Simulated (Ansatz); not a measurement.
Geometry optimisation, RKS PBE0/6-31G in Ansatz 0.2.0.

Input file:

```yaml
crystal:
  periodic: [false, false, false]
  atoms:
    - { symbol: C, position_ang: [-0.2336, -1.6341, 0.3486] }
    - { symbol: C, position_ang: [-0.4276, -0.2906, 0.6323] }
    - { symbol: C, position_ang: [0.0715, 0.8805, -0.1424] }
    - { symbol: O, position_ang: [0.8974, 0.5217, -1.2804] }
    - { symbol: F, position_ang: [-0.8872, 1.6917, -0.5615] }
    - { symbol: F, position_ang: [0.94, 1.6484, 0.6217] }
    - { symbol: H, position_ang: [0.2944, -1.9102, -0.5393] }
    - { symbol: H, position_ang: [-0.6755, -2.3399, 0.9638] }
    - { symbol: H, position_ang: [-0.9777, 0.0033, 1.5653] }
    - { symbol: H, position_ang: [1.0815, 1.3781, -1.6053] }
basis:
  gaussian: { orbitals: "6-31G" }
hamiltonian:
  xc: pbe0
relax:
  f_tol: 0.015
  max_steps: 40
```

Command:

```bash
$ ansatz run input.yaml --threads 1 --pin off --max-ram 2048MiB --backend cpu --events-out ev --progress --plain --runs-dir out
```

Where does it end, and by what steps?

It converged. Limits of this set-up: no polarisation functions. After 7 steps the energy has fallen by 0.641 eV; H10 moved furthest, 0.20 Å.

```
step  energy less start (eV)  largest force component (eV/Å)  accepted
   0                  0.0000                           4.894       yes
   1                 -0.4613                           1.994       yes
   2                 -0.5131                           1.586       yes
   3                 -0.6368                           0.209       yes
   4                 -0.6248                           0.760        no
   5                 -0.6399                           0.048       yes
   6                 -0.6405                           0.016       yes
   7                 -0.6405                           0.009       yes
```

```xyz
10
Properties=species:S:1:pos:R:3
C -0.235 -1.557 0.322
C -0.424 -0.283 0.658
C 0.107 0.857 -0.122
O 0.817 0.469 -1.226
F -0.947 1.721 -0.504
F 0.910 1.681 0.703
H 0.332 -1.827 -0.562
H -0.644 -2.361 0.923
H -0.987 0.013 1.536
H 1.156 1.235 -1.725
```

Whether the end is a true minimum wasn't checked by a vibrational analysis.

Time of the run: 24 s on 1 thread of Intel(R) Xeon(R) Processor @ 2.70GHz, with other jobs on the host, peak memory 0.15 GiB.
